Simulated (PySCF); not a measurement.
## Gas-phase thermal properties of C₃H₄ (propyne)

Method: PySCF energies (xtb for GFN2) plus ideal-gas RRHO corrections (1 bar). The comparison is the NASA 1993 polynomial table, which mixes measured and estimated data. 6-31G* has spherical d functions here. All species are closed-shell singlets. B3LYP is the form with VWN-RPA correlation. The harmonic model lacks anharmonicity and excited electronic states, which grow with temperature; levels with a mode under 35 cm⁻¹ are left out.

```csv
level,point group,σ,ZPE (kJ/mol),S°298 (J/mol/K),Cp298 (J/mol/K),S°1000 (J/mol/K),H1000 − H298 (kJ/mol)
table,-,-,-,248.4,60.7,353.9,65.1
B3LYP/6-31G*,C3v,3,146.3,247.8,60.4,352.0,64.2
GFN2-xTB,C3v,3,143.4,249.3,60.8,354.3,64.7
HF/6-31G*,C3v,3,157.7,243.8,55.5,342.4,61.1
PBE/def2-SVP,C3v,3,141.6,248.1,61.0,354.3,65.5
PBE0/def2-TZVP,C3v,3,146.4,246.7,59.4,350.7,64.2
```
σ: rotational symmetry number. Electronic degeneracy used: 1. Frequencies are unscaled.
